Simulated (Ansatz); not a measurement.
# AlBClH3 (SMILES [AlH2][BH]Cl): single points off equilibrium

The task here is to estimate one member of a computed series from the others.

Method: single points in def2-TZVPP; program: Ansatz 0.2.0, Gaussian basis.

Correlated methods freeze the cores.

2 further runs of the same task are left out: 2 that didn't finish.

**The system as given**

SMILES `[AlH2][BH]Cl`, 6 atoms, charge 0, spin multiplicity 1.

Atoms are counted from 1 here; the program's logs count them from 0.

Bond lengths: Al1–B2 2.106 Å, Al1–Cl3 2.653 Å, Al1–H4 1.618 Å, Al1–H5 1.659 Å, B2–Cl3 1.710 Å, B2–H6 1.191 Å. Angles: B2–Al1–Cl3 40.1°, B2–Al1–H4 117.6°, B2–Al1–H5 123.3°, Cl3–Al1–H4 77.5°, Cl3–Al1–H5 162.7°, H4–Al1–H5 118.8°, Al1–B2–Cl3 87.4°, Al1–B2–H6 154.2°, Cl3–B2–H6 116.2°, Al1–Cl3–B2 52.5°.

Coordinates:

```xyz
6
AlBClH3
Al   -0.67556    0.44185   -0.52222
B     0.84684   -0.06992    0.83934
Cl    0.73705   -1.66878    0.24308
H    -1.27110   -0.73611   -1.45826
H    -1.17983    2.00133   -0.78106
H     1.77561    0.16381    1.54686
```

Set-up of the first run:

The input, run/in.yaml:

```yaml
crystal:
  periodic: [false, false, false]
  atoms:
    - {symbol: Al, position_ang: [-0.675563, 0.441853, -0.522218]}
    - {symbol: B, position_ang: [0.846841, -0.069915, 0.839340]}
    - {symbol: Cl, position_ang: [0.737054, -1.668776, 0.243080]}
    - {symbol: H, position_ang: [-1.271098, -0.736110, -1.458263]}
    - {symbol: H, position_ang: [-1.179827, 2.001327, -0.781063]}
    - {symbol: H, position_ang: [1.775611, 0.163812, 1.546861]}
basis:
  gaussian: {orbitals: def2-TZVPP}
hamiltonian: {xc: pbe, dispersion: d4}
output: {forces: true}
```

On the command line:

```console
> ansatz run in.yaml --threads 2 --pin off --events-out ev --progress --plain --max-ram 3481MiB
```

Among the steps run: PBE-D4/def2-TZVPP; r2SCAN-D4/def2-TZVPP; PBE0-D4/def2-TZVPP; wB97M-V/def2-TZVPP; CCSD(T)/def2-TZVPP.

One table of the session follows, with a row left open; its other results are not shown here.

| method | RMS force component (eV/Å) | angle to CCSD(T) forces (°) | dipole (D) |
| --- | --- | --- | --- |
| PBE-D4 | 0.809 | 6.6 | 1.27 |
| r2SCAN-D4 | 0.826 | 2.5 | 1.26 |
| PBE0-D4 | ? | ? | ? |
| wB97M-V | 0.836 | 3.8 | 1.18 |
| CCSD(T) | 0.890 | reference | 1.16 |

Q: Estimate the row for PBE0-D4 from the others.

The run gave: RMS force component (eV/Å): 0.793; angle to CCSD(T) forces (°): 4.5; dipole (D): 1.21. In the column «RMS force component (eV/Å)» it is the lowest.

To keep in mind: CCSD(T) in triple zeta still lacks some correlation energy of the bonds, so part of these gaps is its own basis error and they don't rank the functionals.
